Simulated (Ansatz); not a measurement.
**NOF (SMILES O=NF): entropy by statistical mechanics**

A singlet with charge 0, relaxed at PBE0/aug-cc-pVTZ (Ansatz 0.2.0):

```xyz
3

O     0.8693    0.2428    0.5052
N     0.1509   -0.4835    0.0309
F    -1.0202    0.2407   -0.5361
```

Harmonic wavenumbers in cm⁻¹: 555, 815, 1967.

Masses in u: O 15.999, N 14.007, F 18.998. Take T = 298.15 K, p = 1 bar, R = 8.3145 J/(mol K), kT/hc = 207.22 cm⁻¹, rigid rotor and harmonic oscillator.

Task: Work out S° at 298 K.

Result: 
1. Translation (Sackur–Tetrode): S = R[3/2 ln M + 5/2 ln T − 1.1517] with M = 49.004 gives 157.4 J/(mol K).
2. Rotation: principal moments 5.169, 41.544, 46.712 u Å² give A, B, C = 3.2614, 0.4058, 0.3609 cm⁻¹; the symmetry number is σ = 1; q = (√π/σ)√((kT/hc)³/ABC) = 7650; S = R(ln q + 3/2) = 86.8.
3. Vibration: with u = ν̃/207.22, each mode gives R[u/(eᵘ − 1) − ln(1 − e⁻ᵘ)]; the sum is 3.1, most from 555 cm⁻¹ (2.2), 815 cm⁻¹ (0.8).
4. Spin: R ln 1 = 0.0.
5. Sum: 157.4 + 86.8 + 3.1 + 0.0 = 247.3 J/(mol K).

The tabulated value is 248.1 J/(mol K) (CRC Handbook of Chemistry and Physics): the model is off by -0.8.
